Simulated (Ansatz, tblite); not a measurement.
Removing and adding an electron: Al(PH3)H3 (AlPH6). The state is a singlet with charge 0. Geometry: PBE-D4/def2-TZVP. Ansatz, gas phase; energy differences of separate SCF runs; the oxidised species was run as a doublet alone; the reduced species was run as a doublet alone.

```xyz
8

Al    0.701   -0.931    0.864
P    -0.514    0.683   -0.633
H    -1.907    0.894   -0.447
H    -0.537    0.453   -2.035
H    -0.112    2.045   -0.665
H    -0.184   -2.220    0.497
H     0.408   -0.159    2.242
H     2.144   -0.764    0.177
```

The xTB rows come from tblite. Correlated methods freeze 10 core orbitals. In CCSD on the charge 1 doublet the largest single amplitude is 0.17, so its Hartree–Fock determinant may place the open shell otherwise than the density functionals do. HOMO above LUMO, or a gap near zero within one spin, warns that the state may not be the lowest or that an electron is smeared out.

```
               level  −HOMO (eV)  vertical IE (eV)  −LUMO (eV)  vertical EA (eV)  HOMO–LUMO gap (eV)  IE − EA (eV)                                     remarks
            GFN1-xTB       11.54             14.69        6.17              2.28                5.36         12.41                                           –
            GFN2-xTB       10.69             13.79        6.70              3.97                3.98          9.82                                           –
       HF/def2-TZVPD           –                 –           –             -1.39                   –             –                HOMO above zero (-1 doublet)
       HF/def2-TZVPP           –              9.57           –                 –                   –             –                                           –
   PBE-D4/def2-TZVPD        6.62                 –        1.27             -0.49                5.35             –                HOMO above zero (-1 doublet)
 r2SCAN-D4/def2-TZVP        6.90              9.92        0.97                 –                5.93             –  gap within one spin near zero (+1 doublet)
r2SCAN-D4/def2-TZVPD        6.90                 –        0.99             -0.66                5.91             –                HOMO above zero (-1 doublet)
   PBE0-D4/def2-TZVP        7.83             10.08        0.31                 –                7.52             –                                           –
  PBE0-D4/def2-TZVPD        7.83                 –        0.47             -0.65                7.36             –                HOMO above zero (-1 doublet)
      MP2/def2-TZVPD           –                 –           –             -0.92                   –             –                HOMO above zero (-1 doublet)
      MP2/def2-TZVPP           –             10.35           –                 –                   –             –                                           –
     CCSD/def2-TZVPD           –                 –           –             -0.90                   –             –                HOMO above zero (-1 doublet)
     CCSD/def2-TZVPP           –             10.38           –                 –                   –             –                                           –
  CCSD(T)/def2-TZVPD           –                 –           –             -0.83                   –             –                HOMO above zero (-1 doublet)
  CCSD(T)/def2-TZVPP           –             10.37           –                 –                   –             –                                           –
```

Run but left out: PBE-D4/def2-TZVP (charge +1 doublet: an occupied level 0.13 eV above an empty one).   A HOMO above zero means that the electron is unbound at that level or that self-interaction error raises the level; the energy of removing that electron tells which. Raw xTB energy differences between charge states are shifted by several eV; the methods need an empirical correction for them. A negative affinity means that the extra electron isn't bound; its size then hangs on the basis.
